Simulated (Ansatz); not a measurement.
# F2HP: the cost of one run

Program: Ansatz 0.2.0, Gaussian basis. Level of theory: def2-QZVPP, core rule «outside noble gas», up to 7 orbitals frozen. These are calculated values, not measurements.

Plan: UHF; ROHF; CCSD(T) on UHF.

2 further runs of the same task are left out: 2 set aside as unsound or not needed.

## (1) The system

The geometry is a PBE0/def2-TZVP stationary point (not a proven minimum) of the parent state, kept for this charge and spin.

4 atoms, charge 1, spin multiplicity 4.

Atoms are counted from 1 here; the program's logs count them from 0.

Bond lengths: F1–P2 1.632 Å, P2–F3 1.632 Å, P2–H4 1.402 Å. Angles: F1–P2–F3 164.9°, F1–P2–H4 97.6°, F3–P2–H4 97.6°.

## (2) UHF

File in.yaml:

```yaml
crystal:
  periodic: [false, false, false]
  atoms:
    - {symbol: F, position_ang: [0.000000, -0.118388, 1.617771]}
    - {symbol: P, position_ang: [0.000000, 0.096465, 0.000000]}
    - {symbol: F, position_ang: [0.000000, -0.118388, -1.617771]}
    - {symbol: H, position_ang: [0.000000, 1.498583, 0.000000]}
basis:
  gaussian: {orbitals: "def2-QZVPP.json"}
total_charge: 1
magnetization: {spin_polarized: true, initial_magnetization: 3}
hamiltonian: {xc: hf}
output: {orbitals: {seedname: orbitals}}
```

Command:

```bash
> ansatz run in.yaml --threads 1 --pin off --events-out ev --progress --plain --max-ram 2393MiB
```

**Question.** How long does this run take on 1 thread of Arm Neoverse V2, shared host, and how much memory does it need?

About 29 s, with a peak of 0.53 GiB.
